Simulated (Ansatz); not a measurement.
## How far each method lies from full CI for NO, doublet

Geometry: MP2(full)/6-31G*, from the G2/97 set.

| atom | x (Å) | y (Å) | z (Å) |
| --- | --- | --- | --- |
| N | 0.0000 | 0.0000 | 0.0000 |
| O | 0.0000 | 0.0000 | 1.1427 |

Basis STO-3G; Ansatz 0.2.0. Correlated methods freeze the noble-gas cores, which leaves 11 electrons in 8 orbitals. Prefix R: restricted or restricted open-shell reference; prefix U: unrestricted. Active spaces: valence = (11e, 8o) chosen from the atoms' valence shells.

Full CI is exact within this basis and frozen core; it isn't the basis-set limit. The frozen core follows each run's orbitals, which can shift R against U totals by a few meV.

Unrestricted rows (U) aren't spin-pure: their determinants' ⟨S²⟩ exceeds S(S+1) by up to 0.18, so they mix in states of higher spin. For open shells CISD and CISDTQ are restricted-active-space CI with the open shells as a complete middle space.

The UHF ⟨S²⟩ is 0.926. The T1 diagnostic (RCCSD) is 0.0170 and the largest doubles amplitude (RCCSD) is 0.163. The T1 diagnostic (UCCSD) is 0.0547.

| level | E − E(full CI) (kJ/mol) | share of correlation (%) | wall time |
| --- | --- | --- | --- |
| RHF | 344.0 | 0.00 | – |
| UHF | 335.3 | 2.51 | – |
| RMP2 | 32.1 | 90.68 | – |
| UMP2 | 86.1 | 74.96 | – |
| CISD | 22.0 | 93.59 | 0.12 s |
| RCCSD | 12.6 | 96.34 | – |
| UCCSD | 9.6 | 97.20 | – |
| RCCSD(T) | 4.2 | 98.77 | 0.3 s |
| UCCSD(T) | 4.5 | 98.69 | 0.36 s |
| BCCD(T) | 5.1 | 98.51 | 0.45 s |
| RCCSDT | 1.9 | 99.46 | – |
| UCCSDT | 2.0 | 99.42 | – |
| RCCSDT(Q) | 0.4 | 99.89 | 2.1 s |
| UCCSDT(Q) | 0.5 | 99.85 | 2 s |
| RCCSDTQ | 0.2 | 99.93 | 22 s |
| UCCSDTQ | 0.2 | 99.94 | 22 s |

The correlation energy at full CI, counted from RHF, is -3.565 eV. That run took 0.16 s on 1 thread of AMD EPYC 7R13, shared host over 392 determinants.

Run but not shown, since their state, orbitals or frozen core can't be matched to the reference's or they repeat it: CISDTQ, CASSCF (valence space), NEVPT2 (valence space), MRCISD (valence space), MRCISD+Q (valence space).

Times hold each run's SCF and search for its determinant on a shared host, so for small cases they say little of a method's own cost; they ran on 1 thread of AMD EPYC 7R13.

The full-CI state has the irrep B2 of C2v, in the program's axes (one component, if the state is degenerate).

Natural occupations of full CI about the gap: 1.990 1.975 1.971 1.914 1.028 0.096 0.027; effectively unpaired electrons, Σ n²(2−n)², 1.07.

Atomization energy (electronic, same basis, no zero-point term; atoms at the same level, unrestricted beside the R rows where the molecule is a closed shell, with restricted open-shell steps beyond CCSDT(Q)) at full CI: 347.0 kJ/mol. Errors of other levels:

| level | error (kJ/mol) |
| --- | --- |
| RHF | -344.0 |
| UHF | -335.3 |
| RMP2 | -32.1 |
| UMP2 | -86.1 |
| CISD | -22.0 |
| RCCSD | -12.6 |
| UCCSD | -9.6 |
| RCCSD(T) | -4.2 |
| UCCSD(T) | -4.5 |
| BCCD(T) | -5.1 |
| RCCSDT | -1.9 |
| UCCSDT | -2.0 |
| RCCSDT(Q) | -0.4 |
| UCCSDT(Q) | -0.5 |
| RCCSDTQ | -0.2 |
| UCCSDTQ | -0.2 |

This basis is far from its limit, so the value isn't to be set against a measured one. Truncated CI isn't size-consistent, which counts against it in atomization.
